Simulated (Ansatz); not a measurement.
`C[B]C` radical, 9 atoms. The species carries charge 0 and has multiplicity 2. Hardware: A = 2 threads of a server CPU on a shared host; B = 2 threads of an AMD EPYC 7R13 on a shared host and a share of an NVIDIA H100 80 GB. Correlated methods freeze the cores. Open-shell runs search over several starts.

Question: Give the basis size and wall time and peak host memory of each of these runs in Ansatz. UKS PBE0-D4/def2-SVP energy [A]; UKS PBE0-D4/def2-TZVP relaxation (5 steps) [A]; UKS ωB97X-V/def2-TZVPP energy [A]; UHF-CCSD(T)/cc-pV(D+d)Z energy [A]; direct RPA on PBE orbitals/def2-TZVPP energy [A]; UKS CAM-B3LYP-D4/def2-TZVPP energy [A]; UHF-CCSD(T)/def2-QZVPP energy [B]; UKS ωB97M-V/def2-SVP energy [A]; UHF-CCSD(T)/cc-pV(Q+d)Z energy [B]; UKS revPBE-D4/def2-TZVPP energy [A]; UKS PBE0-D4/def2-QZVPP energy [B]; UKS ωB97M-V/def2-QZVPP energy [B]. (Best estimate.)

Answer: Ansatz gave: Other jobs shared the machine, so times are rough.

```
                                level                       job  functions  wall time  peak host memory (GiB)
                 UKS PBE0-D4/def2-SVP                energy [A]         72      1.8 s                    0.29
             UKS revPBE-D4/def2-TZVPP                energy [A]        177        3 s                    0.29
          UKS CAM-B3LYP-D4/def2-TZVPP                energy [A]        177      4.5 s                    0.42
                 UKS ωB97M-V/def2-SVP                energy [A]         72      5.5 s                    0.29
              UHF-CCSD(T)/cc-pV(D+d)Z                energy [A]         72        6 s                    0.38
direct RPA on PBE orbitals/def2-TZVPP                energy [A]        177        6 s                     0.4
               UKS ωB97X-V/def2-TZVPP                energy [A]        177      9.5 s                    0.49
               UKS ωB97M-V/def2-QZVPP                energy [B]        351       12 s                       1
               UKS PBE0-D4/def2-QZVPP                energy [B]        351       14 s                    0.91
                UKS PBE0-D4/def2-TZVP  relaxation (5 steps) [A]        129       18 s                    0.29
               UHF-CCSD(T)/def2-QZVPP                energy [B]        351       21 s                     1.6
              UHF-CCSD(T)/cc-pV(Q+d)Z                energy [B]        345       27 s                    0.87
```
